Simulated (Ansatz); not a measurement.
**BSiNH+ (quintet): from Hartree-Fock to the top rungs, def2-QZVPP**

One table from this session's results is given with a row withheld; the runs are named, their logs left out.

Computed with Ansatz 0.2.0, Gaussian basis. Level: def2-QZVPP, core rule «outside noble gas», up to 7 orbitals frozen.

The runs, in order: UHF; ROHF; CCSD(T) on UHF.

3 further runs of the same task are left out: 1 that didn't finish, 2 set aside as unsound or not needed.

**The system**

The geometry is a PBE0/def2-TZVP stationary point (not a proven minimum) of the parent state, kept for this charge and spin.

4 atoms, charge 1, spin multiplicity 5.

Atoms are counted from 1 here; the program's logs count them from 0.

Bond lengths: N1–B2 1.336 Å, N1–Si3 1.777 Å, B2–Si3 2.063 Å, B2–H4 1.181 Å. Angles: B2–N1–Si3 81.7°, N1–B2–Si3 58.5°, N1–B2–H4 153.5°, Si3–B2–H4 148.1°, N1–Si3–B2 39.9°.

The first run:

in.yaml reads:

```yaml
crystal:
  periodic: [false, false, false]
  atoms:
    - {symbol: N, position_ang: [0.000000, -0.759800, 0.665432]}
    - {symbol: B, position_ang: [0.000000, 0.473968, 1.177819]}
    - {symbol: Si, position_ang: [0.000000, 0.151704, -0.859531]}
    - {symbol: H, position_ang: [0.000000, 1.247631, 2.069996]}
basis:
  gaussian: {orbitals: "def2-QZVPP.json"}
total_charge: 1
magnetization: {spin_polarized: true, initial_magnetization: 4}
hamiltonian: {xc: hf}
output: {orbitals: {seedname: orbitals}}
```

The run is started by

```sh
$ ansatz run in.yaml --threads 1 --pin off --events-out ev --progress --plain --max-ram 2393MiB
```

Steps of the session up to this table: UHF; ROHF; CCSD(T) on UHF.

One table of the session follows, with a row left open; its other results are not shown here.

It belongs to the step «Misses and costs». 

```
  method  from UCCSD(T) (meV)
    ROHF              +9443.7
     UHF              +9221.7
    UMP2              +1172.7
   UCCSD                    ?
UCCSD(T)                    0
```

Estimate the missing values for UCCSD.

**Answer.** from UCCSD(T) (meV): +414.6. In the column «from UCCSD(T) (meV)» it lies between UCCSD(T) (0) and UMP2 (+1172.7).
